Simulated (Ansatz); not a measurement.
# Al2B (sextet): wave-function methods side by side, def2-TZVPP

An exercise on one series of results from a longer session: the logs are not shown, and one member is left open.

Computed with Ansatz 0.2.0, Gaussian basis. Level: def2-TZVPP, core rule «outside noble gas», up to 11 orbitals frozen.

Plan: UHF; ROHF; CCSD(T) on UHF.

## What is computed

The geometry is a PBE0/def2-TZVP stationary point (not a proven minimum) of the parent state, kept for this charge and spin.

3 atoms, charge 0, spin multiplicity 6.

Atoms are counted from 1 here; the program's logs count them from 0.

Bond lengths: Al1–B2 2.078 Å, B2–Al3 2.078 Å. Angles: Al1–B2–Al3 90.5°.

Set-up of the first run:

in.yaml

```yaml
crystal:
  periodic: [false, false, false]
  atoms:
    - {symbol: Al, position_ang: [0.000000, -0.244231, 1.475660]}
    - {symbol: B, position_ang: [0.000000, 1.219080, 0.000000]}
    - {symbol: Al, position_ang: [0.000000, -0.244231, -1.475660]}
basis:
  gaussian: {orbitals: def2-TZVPP}
magnetization: {spin_polarized: true, initial_magnetization: 5}
hamiltonian: {xc: hf}
output: {orbitals: {seedname: orbitals}}
```

The run is started by

```sh
> ansatz run in.yaml --threads 1 --pin off --events-out ev --progress --plain --max-ram 2816MiB --backend cpu
```

Steps of the session up to this table: UHF; ROHF; CCSD(T) on UHF.

One table of the session follows, with a row left open; its other results are not shown here.

| method | from UCCSD(T) (kcal/mol) |
| --- | --- |
| ROHF | +124.17 |
| UHF | +119.18 |
| UMP2 | ? |
| UCCSD | +8.06 |
| UCCSD(T) | 0 |

**Question.** Estimate the row for UMP2.

As computed: from UCCSD(T) (kcal/mol): +25.79. In the column «from UCCSD(T) (kcal/mol)» it lies between UCCSD (+8.06) and UHF (+119.18).
